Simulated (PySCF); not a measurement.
**Shieldings and the share of exact exchange**

Molecule: `C[SiH2]O`, CH6OSi.

Molfile (atoms numbered from 1):
```
CH6OSi
     RDKit          3D

  9  8  0  0  0  0  0  0  0  0999 V2000
   -1.1657   -0.1661   -0.0113 C   0  0  0  0  0  0  0  0  0  0  0  0
    0.6916   -0.3983    0.0462 Si  0  0  0  0  0  4  0  0  0  0  0  0
    1.5230    0.9639   -0.4481 O   0  0  0  0  0  0  0  0  0  0  0  0
   -1.6763   -1.1015    0.2696 H   0  0  0  0  0  0  0  0  0  0  0  0
   -1.4966    0.1138   -1.0234 H   0  0  0  0  0  0  0  0  0  0  0  0
   -1.4983    0.6181    0.6874 H   0  0  0  0  0  0  0  0  0  0  0  0
    1.1069   -1.4741   -0.8968 H   0  0  0  0  0  0  0  0  0  0  0  0
    1.0880   -0.7825    1.4410 H   0  0  0  0  0  0  0  0  0  0  0  0
    1.4581    1.7365    0.1197 H   0  0  0  0  0  0  0  0  0  0  0  0
  1  2  1  0
  2  3  1  0
  1  4  1  0
  1  5  1  0
  1  6  1  0
  2  7  1  0
  2  8  1  0
  3  9  1  0
M  END
```

GIAO shieldings (ppm, equivalent atoms averaged) in PySCF 2.14.0 with density-fitted response routines on the PBE0-D3(BJ)/def2-SVP geometry, basis pcSseg-2, gas phase, non-relativistic:

```csv
functional,exact exchange (%),σ(Si2),σ(O3)
BLYP,0,325.7,290.2
BP86,0,333.6,294.5
PBE,0,334.0,294.2
B3LYP,20,340.3,296.9
PBE0,25,352.3,301.9
BHandHLYP,50,362.0,304.2
HF,100,401.6,313.4
```

Question: Fit each shielding as a line in the percentage of exact exchange.

Answer: σ(Si2) = 330.5 + 0.70 x (rms 3.7 ppm); σ(O3) = 293.6 + 0.21 x (rms 1.9 ppm). The functionals also differ in their semilocal parts, which the line can't hold; Hartree–Fock has no correlation at all.

Question: What does the line predict for mPW1PW91 (25 %), and what does the run give?

Answer: σ(Si2): 348.0 predicted, 351.6 computed; σ(O3): 298.9 predicted, 300.8 computed ppm.
